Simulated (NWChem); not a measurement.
C4H6; SMILES CC#CC

All runs: NWChem. Coordinates come from a PBE0/def2-SVP optimisation.

For level CAM-B3LYP/def2-SVP:

```yaml
highest occupied level (eV): -8.34
orbital gap (eV): 11.28
```

Problem. How do the values read with level PW6B95/def2-SVP instead?

Solution. 
| Property | Value |
|---|---|
| highest occupied level (eV) | -7.10 |
| orbital gap (eV) | 8.93 |
